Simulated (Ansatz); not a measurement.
Born–Oppenheimer molecular dynamics of BClH₂O (5 atoms, charge 0, multiplicity 1). It starts from a rough guess of a transition structure, not a stationary point.

Computed with UKS LDA/def2-SVP in Ansatz 0.2.0.

* ensemble: NVE (velocity Verlet)
* time step: 0.5 fs
* steps asked: 150
* starting velocities drawn for: 300 K
* seed: 620335

First frame:

```xyz
5
Properties=species:S:1:pos:R:3
B -0.286 0.096 -0.537
Cl 0.985 0.918 1.018
O -0.426 -1.043 -0.006
H 0.306 -0.702 0.976
H -0.580 0.731 -1.451
```

Task: How far do the bonds stretch over the last three quarters of this one trajectory? (Pairs bonded in most of those frames.)

Result: 
```csv
bond,mean (Å),spread (Å),shortest,longest
B1–Cl2,1.899,0.226,1.55,2.22
B1–O3,1.344,0.054,1.26,1.44
B1–H5,1.232,0.057,1.13,1.33
O3–H4,1.013,0.099,0.86,1.15
```

Mean temperature of the second half: 2211 K. The conserved energy stayed within 2.5 meV per atom of its start (net change -2.1 meV per atom), so the integration is sound. The kinetic energy rose, since the run started high on the potential surface and went downhill. A run of 0.075 ps of so small a system gives no equilibrium averages. The orbitals were unrestricted but ended closed-shell.

Run time: 3.1 min on 1 thread of Arm Neoverse N1, on a shared host, peak memory 0.11 GiB.
